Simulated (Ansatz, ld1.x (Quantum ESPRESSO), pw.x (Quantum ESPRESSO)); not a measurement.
# Tc (Z = 43): does the TM potential hold in the solid?

ld1.x (Quantum ESPRESSO) 7.5 input, shortened:

```
&input
   title='Tc', zed=43., rel=1, dft='PBESOL', iswitch=3,
   config='[Kr] 4d5 5s2 5p0'
 /
 &inputp
   pseudotype=2, tm=.true., lloc=1,
   nlcc=.true., new_core_ps=.true., rcore=1.55
 /
3
5S  1  0   2.00   0.00  2.65  2.65  0.0
4D  3  2   5.00   0.00  1.65  1.65  0.0
5P  2  1   0.00   0.00  2.95  2.95  0.0
 &test
   configts(1)='4d5 5s2 5p0'
 /
```

Crystal test: diamond Tc in pw.x 7.5, no spin, 8³ k-points, Fermi–Dirac smearing 0.01 Ry, cutoffs 70/280 Ry. The reference is all-electron LAPW (Ansatz 0.2.0) with the same functional, mesh and smearing; V0 and B0 come from Birch–Murnaghan fits to the pressures at five volumes. Errors are pseudo minus all-electron; Δ is the rms difference of the E(V) curves that follow from these fits, minima aligned, over ±6 % about the mean V0. Mesh and smearing are coarse, so the numbers serve the comparison and aren't converged zero-temperature values; the lattice is a test structure that the element need not adopt.

All-electron: a0 = 5.478 Å (V0 = 20.55 Å³/atom), B0 = 164.5 GPa.

**Question.** How far does the potential miss the all-electron equation of state?

**Answer.** mean pressure error (GPa): +29.02. The pressure does not cross zero within the volumes sampled, so no fit is given. The largest radius (2.95 bohr) exceeds half the bond length (2.24 bohr), so the spheres overlap, which is one possible source of error among others. This is a poor potential for the solid. Atomic configuration tests: 1 of 7 tests not solved or not reliable.

```
V (Å³/atom)  P all-electron (GPa)  P pseudo (GPa)
     19.515                  9.54           44.22
     20.028                  4.51           36.01
     20.542                  0.10           28.80
     21.056                 -3.77           22.45
     21.569                 -7.15           16.85
```

**Question.** At the middle volume, how do free energy and pressure move when the wave cutoff is lowered (ecutrho kept at four times it)?

**Answer.**

```
cutoff (Ry)  shift of F (meV/atom)  shift of P (GPa)
         32                +2325.8            -67.97
         42                 +292.4            -13.79
         56                   +6.2             -0.65
```

Input at the middle volume:

```
&control
  calculation='scf', prefix='x', pseudo_dir='./', outdir='./tmp', tstress=.true., disk_io='none'
/
&system
  ibrav=0, nat=2, ntyp=1, ecutwfc=70, ecutrho=280, nbnd=15,
  occupations='smearing', smearing='fd', degauss=0.01
/
&electrons
  conv_thr=1e-09, mixing_beta=0.4, electron_maxstep=70
/
ATOMIC_SPECIES
Tc 1.0 Tc.UPF
CELL_PARAMETERS angstrom
  0.00000000 2.73871963 2.73871963
  2.73871963 0.00000000 2.73871963
  2.73871963 2.73871963 0.00000000
ATOMIC_POSITIONS crystal
Tc 0.0000 0.0000 0.0000
Tc 0.2500 0.2500 0.2500
K_POINTS automatic
8 8 8 0 0 0
```

```bash
pw.x < Tc.scf.in > Tc.scf.out
```

Lines of the output:

```
Message from routine setup:
     using ibrav=0 with symmetry is DISCOURAGED, use correct ibrav instead
     lattice parameter (alat)  =       7.3192  a.u.
     unit-cell volume          =     277.2486 (a.u.)^3
     number of electrons       =        14.00
     number of Kohn-Sham states=           15
     kinetic-energy cutoff     =      70.0000  Ry
     charge density cutoff     =     280.0000  Ry
     scf convergence threshold =      1.0E-09
     Exchange-correlation= PBESOL
     number of k points=    29  Fermi-Dirac smearing, width (Ry)=  0.0100
     iteration #  1     ecut=    70.00 Ry     beta= 0.40
     total energy              =     -83.41271808 Ry
     estimated scf accuracy    <       0.09907341 Ry
     iteration #  2     ecut=    70.00 Ry     beta= 0.40
     total energy              =     -83.42095647 Ry
     estimated scf accuracy    <       0.01018697 Ry
     iteration #  3     ecut=    70.00 Ry     beta= 0.40
     total energy              =     -83.42053490 Ry
     estimated scf accuracy    <       0.00196526 Ry
     iteration #  4     ecut=    70.00 Ry     beta= 0.40
     total energy              =     -83.42063583 Ry
     estimated scf accuracy    <       0.00000968 Ry
     iteration #  5     ecut=    70.00 Ry     beta= 0.40
     total energy              =     -83.42063830 Ry
     estimated scf accuracy    <       0.00000120 Ry
     iteration #  6     ecut=    70.00 Ry     beta= 0.40
     total energy              =     -83.42063834 Ry
     estimated scf accuracy    <       0.00000007 Ry
     iteration #  7     ecut=    70.00 Ry     beta= 0.40
     total energy              =     -83.42063836 Ry
     estimated scf accuracy    <          1.7E-09 Ry
     iteration #  8     ecut=    70.00 Ry     beta= 0.40
     the Fermi energy is     9.5804 ev
!    total energy              =     -83.42063836 Ry
     estimated scf accuracy    <          7.3E-10 Ry
     smearing contrib. (-TS)   =      -0.00760685 Ry
     The total energy is F=E-TS. E is the sum of the following terms:
     one-electron contribution =      12.66781261 Ry
     hartree contribution      =       6.47061152 Ry
     xc contribution           =     -51.55026299 Ry
     ewald contribution        =     -51.00119265 Ry
     convergence has been achieved in   8 iterations
          total   stress  (Ry/bohr**3)                   (kbar)     P=      288.01
     Message from routine punch:
     Nothing written, as per user request (disk_io='none')
```

The run at the middle volume (29 k-points, 8 iterations) took about 14 s on one core of a shared host (Neoverse-V1, 32 threads, 247 GiB, load 52).
